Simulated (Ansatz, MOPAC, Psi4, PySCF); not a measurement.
Molecule: CHO₂ (charge 0, doublet). SMILES: O[C]=O
Structure (B3LYP-D3(BJ)/def2-TZVP (Ansatz, a program for electronic structure) minimum search):
```xyz
4

O     -1.0465    -0.3887    -0.0006
C     -0.0138     0.4391     0.0046
O      1.1479     0.2237    -0.0014
H     -0.7282    -1.3146    -0.0112
```
Charge 0, spin multiplicity 2.

Wanted: size of the dipole moment, in D. Set-up: LANL2DZ all-electron up to Ne; no dispersion term unless named; PM7 with its own dispersion and hydrogen-bond terms; 6-311+G** with 5d; non-relativistic; 6-31G* and kin with 6d, 5d where marked; open shells spin-unrestricted; no spin-orbit coupling. Ab initio and DFT rows: single points at B3LYP-D3(BJ) geometries (Ansatz). Semi-empirical rows: dipoles at the shared geometry.

```
level             program  size of the dipole moment (D)
----------------  -------  -----------------------------
AM1                 MOPAC                           1.67
PM7                 MOPAC                           1.57
SVWN5/6-31G*       Ansatz                           2.03
PBE/LANL2DZ        Ansatz                           2.24
PBE/6-311+G**      Ansatz                           1.98
BLYP/6-31G*        Ansatz                           1.93
B3LYP/6-31G*       Ansatz                           1.98
B3LYP/def2-SVP     Ansatz                           2.05
M06-2X/6-311+G**    PySCF                           2.03
wB97X-D/6-31G*       Psi4                           2.05
```

No value to compare with is used here. The 10 habitual levels span 1.57 (PM7) to 2.24 D (PBE/LANL2DZ).

The levels are drawn from those run, B3LYP/6-31G* more often than the rest, none by its result; runs whose electronic state is in doubt are left out.
